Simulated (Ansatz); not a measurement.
Relaxation of C2H4NO (8 atoms, charge 1, multiplicity 1), to a largest force component of 0.015 eV/Å in at most 40 steps.

The calculation used RKS PBE/6-31G* (Ansatz 0.2.0).

```xyz
8
Properties=species:S:1:pos:R:3:forces:R:3
N 0.220 1.318 -0.637 -0.15 0.40 -0.05
C -0.049 0.380 0.272 0.21 -0.47 -1.00
C -0.400 0.404 1.526 1.04 0.13 0.65
O -1.017 0.243 2.579 -1.74 -0.17 0.63
H 0.653 1.087 -1.516 0.19 -0.17 -0.34
H 0.080 2.289 -0.417 -0.05 0.57 -0.08
H 0.179 -0.657 -0.012 -0.02 -0.31 -0.03
H -0.507 0.242 3.428 0.53 0.03 0.22
```

Where does it end, and by what steps?

The run converged. Limits of this set-up: the dipole of an ion depends on the origin. After 11 steps the energy has fallen by 0.346 eV; C3 moved furthest, 0.40 Å.

| step | energy less start (eV) | largest force component (eV/Å) | accepted |
| --- | --- | --- | --- |
| 0 | 0.0000 | 1.744 | yes |
| 1 | -0.0669 | 0.927 | yes |
| 2 | -0.0914 | 0.681 | yes |
| 3 | -0.2027 | 0.856 | yes |
| 4 | -0.2526 | 1.477 | yes |
| 5 | -0.2904 | 1.057 | yes |
| 6 | -0.3195 | 0.652 | yes |
| 7 | -0.3428 | 0.346 | yes |
| 8 | -0.3452 | 0.071 | yes |
| 9 | -0.3460 | 0.080 | yes |
| 10 | -0.3454 | 0.056 | no |
| 11 | -0.3463 | 0.013 | yes |

```xyz
8
Properties=species:S:1:pos:R:3
N 0.184 1.306 -0.591
C 0.001 0.313 0.269
C -0.026 0.351 1.660
O -1.021 0.343 2.455
H 0.525 1.121 -1.536
H 0.055 2.286 -0.332
H 0.165 -0.712 -0.106
H -0.722 0.299 3.405
```

Whether the end is a true minimum wasn't checked by a vibrational analysis.

Run time: 58 s on 1 thread of Intel(R) Xeon(R) Processor @ 2.50GHz (Skylake/Cascade Lake), with other jobs on the host, peak memory 0.14 GiB.
